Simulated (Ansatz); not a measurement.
# C4H5O2 radical: energies up the ladder

Aim: energies up the ladder, for C4H5O2 radical, with the cost of each level. Spin multiplicity 2.

Program: Ansatz 0.2.0. Level of theory: the levels named in each step. These are calculated values, not measurements.

## 1. The system as given

Bond lengths: C1–C2 1.487 Å, C2–O3 1.371 Å, C2–C4 1.399 Å, C4–C5 1.330 Å, C5–O6 1.178 Å, C1–H7 1.098 Å, C1–H8 1.085 Å, C1–H9 1.085 Å, O3–H10 0.963 Å, C4–H11 1.081 Å. Angles: C1–C2–O3 114.2°, C1–C2–C4 123.5°, O3–C2–C4 122.3°, C2–C1–H7 110.1°, C2–C1–H8 110.9°, C2–C1–H9 110.3°, H7–C1–H8 109.0°, H7–C1–H9 107.0°, H8–C1–H9 109.4°, C2–O3–H10 110.5°, C2–C4–C5 126.6°, C2–C4–H11 117.5°, C5–C4–H11 115.8°, C4–C5–O6 179.9°.

Structure file:

```xyz
11

C    -2.1528    0.7457    0.7090
C    -0.8392    0.1146    0.4148
O    -0.5745   -1.0049    1.1610
C     0.0610    0.6102   -0.5341
C     1.2503    0.1009   -0.8417
O     2.3034   -0.3524   -1.1126
H    -2.1996    1.0446    1.7646
H    -2.3113    1.6199    0.0860
H    -2.9571    0.0366    0.5450
H     0.2863   -1.3693    0.9294
H    -0.2268    1.4976   -1.0794
```

## 2. A rough first relaxation, PBE-D4/def2-SVP

input.yaml

```yaml
crystal:
  periodic: [false, false, false]
  atoms:
    - { symbol: C, position_ang: [-2.15275, 0.74568, 0.70901] }
    - { symbol: C, position_ang: [-0.83922, 0.11456, 0.41476] }
    - { symbol: O, position_ang: [-0.57452, -1.00492, 1.16104] }
    - { symbol: C, position_ang: [0.061, 0.61021, -0.53412] }
    - { symbol: C, position_ang: [1.25025, 0.10095, -0.84172] }
    - { symbol: O, position_ang: [2.3034, -0.35239, -1.11256] }
    - { symbol: H, position_ang: [-2.19957, 1.04457, 1.7646] }
    - { symbol: H, position_ang: [-2.31129, 1.61994, 0.08598] }
    - { symbol: H, position_ang: [-2.95715, 0.03659, 0.54496] }
    - { symbol: H, position_ang: [0.2863, -1.36927, 0.92943] }
    - { symbol: H, position_ang: [-0.22684, 1.49759, -1.07937] }
magnetization:
  spin_polarized: true
  initial_magnetization: 1
basis:
  gaussian: { orbitals: def2-SVP }
hamiltonian:
  xc: pbe
  dispersion: d4
relax:
  f_tol: 0.03
  max_steps: 200
```

Command:

```console
ansatz run input.yaml --threads 4 --pin off --max-ram 10240MiB --backend cpu --events-out ev --progress --plain --runs-dir out
```

The runs that follow: Relaxation, PBE0-D4/def2-TZVPP; Frequencies, PBE0-D4/def2-TZVPP; Single point, PBE-D4/def2-TZVPP; Single point, r2SCAN-D4/def2-TZVPP; Single point, B3LYP-D4/def2-TZVPP; Single point, wB97M-V/def2-TZVPP; Single point, B2PLYP/def2-TZVPP; Single point, LDA/def2-TZVPP; Single point, PBE0-D4/def2-SVP; Single point, PBE-D4/def2-SVP.

**Question.** What will these runs give? Wanted: C1–C2 at PBE0-D4/def2-TZVPP; C2–O3 at PBE0-D4/def2-TZVPP; C2–C4 at PBE0-D4/def2-TZVPP; frequencies at PBE0-D4/def2-TZVPP; energy at PBE-D4/def2-SVP.

The runs gave:

```
                         quantity             value
      C1–C2 at PBE0-D4/def2-TZVPP           1.484 Å
      C2–O3 at PBE0-D4/def2-TZVPP           1.319 Å
      C2–C4 at PBE0-D4/def2-TZVPP           1.364 Å
frequencies at PBE0-D4/def2-TZVPP  133 to 3438 cm⁻¹
        energy at PBE-D4/def2-SVP      -8306.322 eV
```

**Reading.** No mode is imaginary, so the geometry is a minimum. These totals serve in differences with atoms or fragments at the same level; alone they don't rank the methods.
